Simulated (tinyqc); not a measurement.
RKS/LDA (VWN5) in the sto-3g basis, for H2O, spin multiplicity 1, step by step. One step of it, computed by the program tinyqc.

Question. Iteration 2: DIIS coefficients. Solve [B -1; -1 0][c; lambda] = [0; -1] for the coefficients, which sum to one.

B (overlaps of the stored error matrices):
```
,1,2
1,6.7473557e+02,-9.7228270e-01
2,-9.7228270e-01,2.4034736e+00
```

Give: DIIS coefficients.

Answer.

DIIS coefficients: 0.005  0.995
